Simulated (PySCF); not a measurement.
**CH and its ions**

UHF; PySCF, no relativity, basis sets H def2-SVP, C def2-SVP. Neutral (UHF): doublet (π ↑), Re = 1.112 Å, ωe = 3088 cm⁻¹, De = 2.44 eV, HOMO -11.55 eV, LUMO 1.26 eV.

CH⁺ (RHF): singlet (closed shell), Re = 1.117 Å, ωe = 3159 cm⁻¹, De = 3.13 eV to H + C⁺. The energies at the minima are -38.23404 hartree for CH and -37.85841 for CH⁺.

**Question.** Work out the adiabatic ionisation energy, without and with harmonic zero-point energies (1 hartree = 27.2114 eV, 1 eV = 8065.5 cm⁻¹), and the change of the bond length.

**Answer.** At HF: 0.37563 hartree = 10.221 eV between the minima; the zero-point term (3159.0 − 3088.0)/2 cm⁻¹ = +0.004 eV makes it 10.226 eV. Re changes by +0.5 pm against the neutral. The electron leaves a π orbital, which is non-bonding in a hydride.

For an ion De counts to the pair picked by the measured ionisation energies or electron affinities, which need not be the lowest pair at this level. Where the molecule has an RHF reference, its open-shell atoms are computed with UHF. Hartree–Fock leaves out correlation, which carries a large part of most bond energies and some tenths to 1 eV of ionisation energies. States were picked by a PBE0 search and need not be the measured ground states.

Neutral and ion stand on different kinds of reference determinant, which adds to the error of the difference.
